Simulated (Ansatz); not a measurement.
Isomers of Li2H3 (doublet), relaxed with PBE0-D4/def2-TZVP; total energies from Ansatz at CCSD(T)/def2-TZVPP.

```csv
isomer,description,energy (Eh)
A,point group C2v; 6 × H–Li 1.69 to 1.84 Å,-16.71939
B,point group not assigned; 2 × H–Li 1.69 to 1.70 Å,-16.73768
```

Correlated methods freeze no core orbitals; core or outer-core shells of Li are correlated, in sets that lack core-valence functions.

The isomers come from a short search, and lower ones may exist.

Question: Work out the relative energies (1 Eh = 2625.5 kJ/mol) and the Boltzmann populations at 1200 K from electronic energies alone (R = 8.314 J/mol/K).

Answer: ΔE: A 48.0, B 0.0 kJ/mol. RT = 9.98 kJ/mol. Factors exp(−ΔE/RT): A 0.00815, B 1; sum 1.008. Populations: A 0.8 %, B 99.2 %. Zero-point energy, vibrational entropy and symmetry numbers are left out and can shift these; an error of 4 kJ/mol changes a ratio by a factor of 1.5. Over the other density-functional and correlated levels in def2 sets, the gap between B and A ranges from 32 to 41 kJ/mol.
